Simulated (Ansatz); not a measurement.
**AlBO+ (doublet): wave-function methods side by side, def2-QZVPP**

The task here is to estimate one member of a computed series from the others.

Program: Ansatz 0.2.0, Gaussian basis. Level of theory: def2-QZVPP, core rule «outside noble gas», up to 7 orbitals frozen. These are calculated values, not measurements.

The runs, in order: UHF; ROHF; CCSD(T) on UHF.

2 further runs of the same task are left out: 2 set aside as unsound or not needed.

## What is computed

The geometry is a PBE0/def2-TZVP stationary point (not a proven minimum) of the parent state, kept for this charge and spin.

3 atoms, charge 1, spin multiplicity 2.

Atoms are counted from 1 here; the program's logs count them from 0.

Bond lengths: Al1–B2 2.246 Å, B2–O3 1.207 Å. Angles: Al1–B2–O3 180.0°.

Set-up of the first run:

in.yaml

```yaml
crystal:
  periodic: [false, false, false]
  atoms:
    - {symbol: Al, position_ang: [0.000000, 0.000000, 1.899900]}
    - {symbol: B, position_ang: [0.000000, 0.000000, -0.346500]}
    - {symbol: O, position_ang: [0.000000, 0.000000, -1.553400]}
basis:
  gaussian: {orbitals: "def2-QZVPP.json"}
total_charge: 1
magnetization: {spin_polarized: true, initial_magnetization: 1}
hamiltonian: {xc: hf}
output: {orbitals: {seedname: orbitals}}
```

Run with:

```console
$ ansatz run in.yaml --threads 1 --pin off --events-out ev --progress --plain --max-ram 2393MiB
```

Among the steps run: UHF; ROHF; CCSD(T) on UHF.

One table of the session follows, with a row left open; its other results are not shown here.

It belongs to the step «Misses and costs». 

| method | from UCCSD(T) (kJ/mol) |
| --- | --- |
| ROHF | +1038.9 |
| UHF | +1027.1 |
| UMP2 | ? |
| UCCSD | +52.0 |
| UCCSD(T) | 0 |

**Question.** Estimate the row for UMP2.

As computed: from UCCSD(T) (kJ/mol): +59.0. In the column «from UCCSD(T) (kJ/mol)» it lies between UCCSD (+52.0) and UHF (+1027.1).
